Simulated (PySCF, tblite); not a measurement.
# C4H6NO radical: geometry, infrared bands and EPR parameters

Aim: predict the infrared bands and EPR parameters of C4H6NO radical (`C=C(C)N[C]=O`).

Programs: tblite 0.8.0 and PySCF 2.14.0, with density-fitted response routines of our own. Each step states its level of theory. These are calculated values for one molecule in the gas phase, unless marked as measured. Atoms are numbered from 0 throughout.

## 1. Starting geometry

12 atoms, charge 0, multiplicity 2; geometry from: force field or distance geometry start.

Bonds of the start (Å): C0–C1 1.33, C1–C2 1.50, C1–N3 1.38, N3–C4 1.35, C4–O5 1.17, C0–H6 1.08, C0–H7 1.09, C2–H8 1.09, C2–H9 1.09, C2–H10 1.11, N3–H11 1.02.

## 2. Geometry optimisation with GFN2-xTB

What the job is given:

```
{"job": {"kind": "relax", "xc": "GFN2-xTB", "basis": "xTB"}, "charge": 0, "multiplicity": 2}
C     -1.251300    -0.790400    -0.877500
C     -0.278200    -0.179500    -0.207800
C     -0.452900     1.172900     0.425100
N      0.933100    -0.819000    -0.077500
C      1.979800    -0.304400     0.599400
O      2.895800     0.145500     1.164200
H     -1.139000    -1.763600    -1.332300
H     -2.222700    -0.308100    -0.996700
H      0.253400     1.892700     0.001900
H     -0.323800     1.129900     1.511100
H     -1.471900     1.567300     0.239700
H      1.078900    -1.744100    -0.475600
```

Launch:

```
OMP_NUM_THREADS=1 python probes_run.py task.json out
```

One launch serves the whole session: the jobs run in the order shown.

**Question.** This job is followed by: GFN2-xTB harmonic vibrations, gas phase; UKS B3LYP, pcH-1 on C H N O, non-relativistic, mean-field spin-orbit, GIAO. What will the session give for the following? strongest single infrared mode (GFN2-xTB); zero-point energy (GFN2-xTB); g(iso) (B3LYP); ⟨S²⟩; largest a(iso) (averaged by class); potential on the surface of density 0.002 e/bohr³, 1st and 99th percentile.

The runs gave:

| quantity | value |
| --- | --- |
| strongest single infrared mode (GFN2-xTB) | 1853 cm⁻¹, 751 km/mol |
| zero-point energy (GFN2-xTB) | 57.6 kcal/mol |
| g(iso) (B3LYP) | 2.00173 |
| ⟨S²⟩ | 0.753 (exact 0.75) |
| largest a(iso) (averaged by class) | 13C on C4, 443.3 MHz |
| potential on the surface of density 0.002 e/bohr³, 1st and 99th percentile | -1.53 V and 2.09 V |

What this shows: Over 43 steps the energy fell by 0.903 eV; of the close pairs, C4–O5 changed most, 1.166 to 1.203 Å. All 30 modes are real, so the xTB geometry is a minimum. The strongest single mode, at 1853 cm⁻¹, moves mainly C4 and O5. GFN2-xTB is a fitted tight-binding method: band positions and strengths are rough. Its intensities can rank the bands wrongly. C4 carries the largest spin population, 0.65 e. The isotropic g lies 0.6 ppt below the free-electron value. These values are for one conformer; the search (at its own cheap level) found 2 more, at 0.96, 1.55 kcal/mol, and measured spectra average over such forms.
